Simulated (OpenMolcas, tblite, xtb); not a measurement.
## How methods differ on CH3AlCl (SMILES [CH3][Al][Cl])

CH3AlCl has 6 atoms, charge 0, and is taken as a doublet. SMILES: `[CH3][Al][Cl]`. Geometry: relaxed at PBE0-D4/def2-TZVP.

Each level gives the dipole moment (D). The values are calculated.

| level | kind | program | value (D) | CPU time |
| --- | --- | --- | --- | --- |
| GFN2-xTB | semi-empirical | tblite | 2.27 | under 2 s |
| GFN0-xTB | semi-empirical | xtb | 3.13 | under 2 s |
| GFN1-xTB | semi-empirical | xtb | 4.22 | under 2 s |
| UHF/STO-3G | Hartree–Fock | OpenMolcas | 4.15 | 2.2 s |
| UHF/3-21G | Hartree–Fock | OpenMolcas | 3.45 | 2.5 s |
| UHF/def2-SVP | Hartree–Fock | OpenMolcas | 2.11 | 4.6 s |
| UHF/pcseg-1 | Hartree–Fock | OpenMolcas | 2.53 | 5 s |
| U-r2SCAN/aug-cc-pVDZ | meta-GGA | OpenMolcas | 2.03 | 1.8 min |
| UM06-2X/STO-3G | hybrid meta-GGA | OpenMolcas | 3.83 | 12 s |
| UB3LYP/6-31G* (spherical functions) | global hybrid | OpenMolcas | 2.31 | 21 s |

The values span 2.03 to 4.22 D. Sets without polarisation functions give poor dipoles. Without the sets that lack polarisation functions the rows with a basis span only 2.03 to 2.53 D. CPU times are rough (shared hosts, several kinds of processor): they show what a rung costs within a factor of a few.
